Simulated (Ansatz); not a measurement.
Results of r²SCAN+rVV10 (Ansatz, a first-principles code, PAW) for 1T (CdI2-type) PtSe2.

Settings: plane-wave cutoff 560 eV, 12×12×8 k mesh (along the axes of the cell as run), Fermi–Dirac smearing 0.01 eV, scalar-relativistic PAW data made under PBE.

Computed at the level's own relaxed cell.

Question: Give the computed equilibrium volume per atom, bulk modulus B0, equilibrium lattice constant a and c axis length.

Answer: 
equilibrium volume per atom: 21.25 Å³/atom
bulk modulus B0: 21.2 GPa
equilibrium lattice constant a: 3.727 Å
c axis length: 5.293 Å

The run finds no gap.

Measured, for comparison: lattice constant a 3.727 Å (temperature not stated, not corrected to a static lattice; as tabulated in Björkman (2014), arXiv:1406.2436); lattice parameter c 5.074 Å (temperature not stated, zero-point anharmonic expansion removed (computed with revB86b-DF2); no thermal correction; as tabulated in Björkman (2014), arXiv:1406.2436). Computed (rounded) less measured: lattice constant a 0.0 %, lattice parameter c +4.3 %.

Note: the bulk modulus comes from volumes at which shape and atoms were relaxed.

Spin–orbit coupling is not included; it can open a gap where bands touch, and shift volumes and moduli.
